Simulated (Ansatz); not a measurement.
System: hcp Mg. Method: r²SCAN (PAW; Ansatz, an electronic-structure program).

Run with plane-wave cutoff 500 eV, 4×4×3 k mesh (along the axes of the cell as run), Fermi–Dirac smearing 0.1 eV, cell of 96 sites, scalar-relativistic PAW data made under PBE.

Task: Give the computed vacancy formation energy and vacancy formation energy before relaxation.

Result: 
vacancy formation energy: 0.87 eV
vacancy formation energy before relaxation: 0.89 eV

Measured, for comparison: vacancy formation energy 0.73 ± 0.2 eV (midpoint of the printed range, monovacancy, our sources range from 0.73 to 0.79; as tabulated in Houze et al. (2007), arXiv:0708.0075). Computed (rounded) less measured: vacancy formation energy not scored (a reference that its source doubts or gives as a wide range).

Note: energies are extrapolated to zero smearing, and mesh and cell size move such values by some hundredths of an eV or more.

Static lattice: no zero-point or thermal effects.
